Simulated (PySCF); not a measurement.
# From one method to the next for BCl

Starting from one script, swap the method and compare what comes out for BCl.

The runs use PySCF 2.14.0; method and basis as typed in the scripts.

3 further runs of the same task are left out: 3 that didn't finish.

## Step 1: The starting structure

BCl: 2 atoms, charge 0, spin multiplicity 1.

Bond lengths: B1–Cl2 1.527 Å.

## Step 2: The base run

input.py reads:

```python
from pyscf import gto, scf, cc

mol = gto.M(
    atom='B 0 0 0; Cl 0 0 1.527',
    basis='6-311g**',
    charge=0,
    spin=0,
    symmetry=True,
    verbose=4,
)
mf = scf.RHF(mol)
mf.kernel()
mycc = cc.CCSD(mf, frozen=6)
mycc.kernel()
mycc.ccsd_t()
mf.dip_moment()
print('orbital energies (hartree):', mf.mo_energy[..., max(0, mol.nelec[1]-3):mol.nelec[0]+3].round(4))
```

Started as:

```
OMP_NUM_THREADS=1 python input.py
```

## Step 3: TDHF

Variant 1 changes step after the SCF: ccsd(t) → tddft; number of roots: none → 3.

input.py: that of step 2 with these lines changed.

```diff
@@ -1,2 +1,2 @@
-from pyscf import gto, scf, cc
+from pyscf import gto, scf, tdscf
 
@@ -12,5 +12,6 @@
 mf.kernel()
-mycc = cc.CCSD(mf, frozen=6)
-mycc.kernel()
-mycc.ccsd_t()
+td = tdscf.TDHF(mf)
+td.nstates = 3
+td.kernel()
+td.analyze()
 mf.dip_moment()
```

## Step 4: Hse06 (RKS)

Variant 2 changes functional: none (Hartree–Fock) → hse06; SCF type: RHF → RKS; step after the SCF: ccsd(t) → analyze.

input.py reads:

```python
from pyscf import gto, dft

mol = gto.M(
    atom='B 0 0 0; Cl 0 0 1.527',
    basis='6-311g**',
    charge=0,
    spin=0,
    symmetry=True,
    verbose=4,
)
mf = dft.RKS(mol, xc='hse06')
mf.kernel()
mf.analyze()
print('orbital energies (hartree):', mf.mo_energy[..., max(0, mol.nelec[1]-3):mol.nelec[0]+3].round(4))
```

## Step 5: ROHF

Variant 3 changes SCF type: RHF → ROHF.

input.py: that of step 2 with these lines changed.

```diff
@@ -10,3 +10,3 @@
 )
-mf = scf.RHF(mol)
+mf = scf.ROHF(mol)
 mf.kernel()
```

## Step 6: MP2

Variant 4 changes step after the SCF: ccsd(t) → mp2.

input.py: that of step 2 with these lines changed.

```diff
@@ -1,2 +1,2 @@
-from pyscf import gto, scf, cc
+from pyscf import gto, scf, mp
 
@@ -12,5 +12,3 @@
 mf.kernel()
-mycc = cc.CCSD(mf, frozen=6)
-mycc.kernel()
-mycc.ccsd_t()
+mp.MP2(mf, frozen=6).kernel()
 mf.dip_moment()
```

Before running it: what results should come out? Wanted: for each run, E(SCF); from base; gap; SCF dipole; after the SCF.

**Answer**, as computed:

```csv
run,E(SCF) (hartree),from base (eV),cycles,gap (eV),SCF dipole (D),after the SCF
base,-484.116801,0,9,12.21,2.53,"CCSD(T) correlation -6.504 eV, core frozen"
TDHF,-484.116801,0.0000,9,12.21,2.53,lowest root found 4.48 eV
hse06 (RKS),-484.803213,not comparable,8,4.70,2.65,n/a
ROHF,-484.116801,0.0000,9,n/a,2.53,"CCSD(T) correlation -6.504 eV, core frozen"
MP2,-484.116801,0.0000,9,12.21,2.53,"MP2 correlation -5.588 eV, core frozen"
```

What this shows: With ROHF the SCF ends at the base energy. On the same reference and core, CCSD(T) gains 6.50 eV in 0.99 s; MP2 reaches 86 % of that in 0.71 s. A lower total energy from another functional means nothing by itself.
